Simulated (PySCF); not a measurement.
Species: cyclopropylmethanol, C4H8O.
Atom-mapped SMILES: `[OH:1][CH2:2][CH:3]1[CH2:4][CH2:5]1` (hydrogens: H6 on O1; H7, H8 on C2; H9 on C3; H10, H11 on C4; H12, H13 on C5)

Theory: PySCF 2.14.0, PBE0-D3(BJ)/def2-TZVP geometry optimisation, gas phase.

(1) List the bond lengths, angles and torsions at this level.

## Answers

(1) 
```csv
bond,length (Å),order
O1–C2,1.412,single
C2–C3,1.498,single
"C3–C4, C3–C5",1.498,single
C4–C5,1.498,single
O1–H6,0.961,single
"C2–H7, C2–H8",1.097,single
C3–H9,1.085,single
"C4–H10, C5–H12",1.084,single
"C4–H11, C5–H13",1.082,single
```

Bonds in one row agree within 0.01 Å and their mean is given. Orders are formal, as drawn. A selection of angles:
```csv
angle,degrees
C2–O1–H6,107.4
O1–C2–C3,112.8
O1–C2–H7,111.0
O1–C2–H8,105.8
C3–C2–H7,109.0
C3–C2–H8,110.7
H7–C2–H8,107.3
C2–C3–C4,118.9
C2–C3–H9,114.6
C4–C3–C5,60.0
C4–C3–H9,116.3
C5–C3–H9,116.7
C3–C4–C5,59.8
C3–C4–H10,117.8
C3–C4–H11,118.4
C5–C4–H10,117.4
C5–C4–H11,118.4
H10–C4–H11,114.4
```

Torsions: O1–C2–C3–C4 83° (synclinal); C2–C3–C4–C5 109° (anticlinal); C2–C3–C5–C4 -108° (anticlinal); H6–O1–C2–C3 -50° (synclinal). The mirror-image conformer, all signs reversed, is as good.

O1 (alcohol oxygen) is bent (angle 107.4°). The 3-membered ring C3–C4–C5 has internal angles of 59.8° to 60.2°. Of the pairs four or more bonds apart, C4···H6 is among the closest relative to their van der Waals radii: 2.92 Å, 101 % of the sum of Bondi's values.

Point group: C1 (no symmetry element, even within 0.4 Å). Whether it is a minimum is left open (no frequencies). One conformer, not necessarily the lowest (H–O1–C2–C3 -50°, O1–C2–C3–C4 83°).
